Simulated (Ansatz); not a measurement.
bcc K was calculated with PBEsol (Ansatz, a quantum-chemistry and plane-wave program, plane waves, PAW).

Run with plane-wave cutoff 520 eV, 18×18×18 k mesh, Fermi–Dirac smearing 0.1 eV, perturbation theory, force constants from a 6×6×6 q mesh, scalar-relativistic PAW data made under PBE.

Computed at the level's own relaxed cell.

Harmonic phonon frequencies (cm⁻¹; i marks an imaginary mode):

```csv
q point,frequencies
N,17 51 79
H,75 75 75
```

No imaginary mode appears at these points.
